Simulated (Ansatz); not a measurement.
# H₃O⁺, triplet: reading a ladder of total energies

Geometry: that of the H3O⁺, singlet, kept fixed. The singlet lies 11.1 eV lower here.

| atom | x (Å) | y (Å) | z (Å) |
| --- | --- | --- | --- |
| O | 0.0002 | -0.0001 | -0.0419 |
| H | 0.9410 | 0.0142 | 0.2253 |
| H | -0.4835 | 0.8094 | 0.2180 |
| H | -0.4600 | -0.8219 | 0.2221 |

Basis 6-31G; Ansatz 0.2.0. Correlated methods freeze the noble-gas cores, which leaves 8 electrons in 14 orbitals. R marks a restricted (for open shells ROHF) determinant, U an unrestricted one.

Full CI is exact within this basis and frozen core; it isn't the basis-set limit. The frozen core follows each run's orbitals, which can shift R against U totals by a few meV.

Runs differ by some tens of microhartree through their thresholds and, for an open shell, their frozen cores, so steps under 0.1 kcal/mol mean nothing.

```tsv
level	total energy (hartree)
UHF	-75.883197
UMP2	-75.984114
UCCSD	-75.997811
UCCSD(T)	-75.999136
UCCSDT	-75.999389
UCCSDT(Q)	-75.999577
UCCSDTQ	-75.999587
full CI	-75.999587
```

Question: What is the correlation energy at full CI, and what share of it do UMP2 and UCCSD recover?

Answer: E(corr) = -75.999587 − (-75.883197) = -0.116390 hartree = -3.167 eV. UMP2: -0.100917 / -0.116390 = 86.71 %. UCCSD: -0.114614 / -0.116390 = 98.47 %.

Question: By how many kcal/mol does UCCSD(T) miss full CI (1 hartree = 627.509 kcal/mol), and which steps make up the rest?

Answer: -75.999136 − (-75.999587) = 0.000451 hartree = 0.28 kcal/mol. Steps: UCCSDT − UCCSD(T) = -0.16, UCCSDT(Q) − UCCSDT = -0.12, UCCSDTQ − UCCSDT(Q) = -0.01, full CI − UCCSDTQ = 0.00 kcal/mol. That is within 1 kcal/mol of the reference in this basis, which itself misses far more of the correlation at the basis-set limit.
